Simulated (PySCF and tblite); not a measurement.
Values are calculated unless marked as measured or tabulated.
# Ring inversion: stationary points, barriers and rates

System: C5H10S, numbered as in [CH3:1][C@H:2]1[CH2:3][CH2:4][S:5][CH2:6]1.

Motion: inversion of the 5-membered ring (2–3–4–5–6). Geometries: GFN2-xTB; energies: PBE0/pcSseg-1 + D3(BJ), IEF-PCM cyclohexane; zero-point and thermal terms from GFN2-xTB harmonic modes (soft modes blended into free rotors). Rates follow Eyring's equation with the number of equivalent paths and no tunnelling. (PySCF 2.14 with density fitting, tblite 0.8.)

| point | symmetry | E(GFN2) kcal/mol | E(DFT) kcal/mol | ZPE change kcal/mol | lowest mode cm⁻¹ | dipole D |
| --- | --- | --- | --- | --- | --- | --- |
| start (twist) | C1 | 0.0 | 0.0 | 0.00 | 95 | 2.56 |
| saddle (envelope) | C1 | 2.4 | 2.9 | 0.04 | 40i | 2.28 |
| end (between envelope and twist) | C1 | 0.5 | 0.1 | 0.08 | 93 | 2.47 |

| Item | Value |
| --- | --- |
| Electronic barrier | 2.9 kcal/mol |
| Barrier with zero-point energy | 2.9 kcal/mol |
| ΔH‡ (298 K) | 2.4 kcal/mol |
| ΔS‡ (298 K, symmetry apart) | -3.7 cal/(mol K) |
| Paths | 1 equivalent path |
| End point | a different minimum |
| Mean lifetime of the start against this motion at 298 K | 59 ps |
| Cost | 65 s on 1 thread of Arm Neoverse V1, shared host (rough), peak memory 0.85 GiB, launched as `OMP_NUM_THREADS=1 python ens_run.py task.json out` |

```csv
T/K,ΔG‡ kcal/mol,k s⁻¹,ΔG kcal/mol,k back s⁻¹
200,3.2,1.3×10⁹,0.2,2.1×10⁹
250,3.4,6.1×10⁹,0.2,9.5×10⁹
298,3.5,1.7×10¹⁰,0.2,2.6×10¹⁰
350,3.7,3.8×10¹⁰,0.3,5.6×10¹⁰
400,3.8,6.7×10¹⁰,0.3,9.7×10¹⁰
```

ΔG and ΔG‡ leave out symmetry numbers and mirror images; rates count paths: 1 out, 1 back.
